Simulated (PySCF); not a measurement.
**A diatomic session: SiP+**

The task here is to estimate one member of a computed series from the others.

Method: Si def2-TZVPPD, P def2-TZVPPD, no relativity; program: PySCF 2.14.0.

Set-up of the first run:

Settings of the job:

```yaml
atoms: Si, P
charge: 1
basis: Si def2-TZVPPD, P def2-TZVPPD
Hamiltonian: no relativity
basis_functions: 96
electrons_treated: 28
masses_in_u: 27.9769, 30.9738
levels: PBE0, PBE, r²SCAN, r²SCAN0, M06, BLYP, TPSSh, revPBE, CAM-B3LYP, HF, MP2, SCS-MP2, CCSD, CCSD(T)
grid: 80 radial by 434 angular points
occupations: held fixed by the projection of orbital angular momentum
dissociation_limit: Si+ + P, each in its ground configuration
starting_distance_in_angstrom: 2.280
values_of_2S_to_try: 0, 2, 4
```

Launch:

```console
$ OMP_NUM_THREADS=2 python dia.py task.json out
```

Steps of the session up to this table: The job; First curve: PBE0; Other states along the same grid; PBE (GGA); r²SCAN (meta-GGA); r²SCAN0; M06; BLYP (GGA); TPSSh; revPBE; CAM-B3LYP; UHF; Adding correlation.

One of the session's tables, all rows but one given; the rest of the session is left out.

It belongs to the step «The curves together». Energy (eV) from each level's lowest point:

```
R (Å)    UHF  UHF-MP2  UHF-SCS-MP2  UHF-CCSD  UHF-CCSD(T)
1.910  0.962    1.001        0.999       n/a          n/a
1.999  0.400    0.427        0.428     0.446        0.471
2.088  0.105    0.120        0.122     0.134        0.150
2.154  0.012    0.019        0.020     0.027        0.034
2.221  0.000    0.000        0.000     0.000        0.000
2.288  0.048    0.045        0.042     0.035        0.027
2.377      ?        ?            ?         ?            ?
2.487  0.409    0.422        0.397     0.363        0.335
2.621  0.720    0.782        0.746     0.673        0.637
2.799  1.057    1.354        1.331       n/a          n/a
```

**Question.** Estimate the row for R (Å) = 2.377.

Worked estimate for «UHF». A straight line through the neighbours (2.288, 0.048) and (2.487, 0.409) gives 0.048 + (0.409 − 0.048) × (2.377 − 2.288) / (2.487 − 2.288) = 0.209; a parabola fitted to 4 rows on both sides gives 0.192.

The run gave: UHF: 0.180; UHF-MP2: 0.178; UHF-SCS-MP2: 0.167; UHF-CCSD: 0.149; UHF-CCSD(T): 0.131. In «UHF» the line misses by +0.029 and the parabola by +0.012.
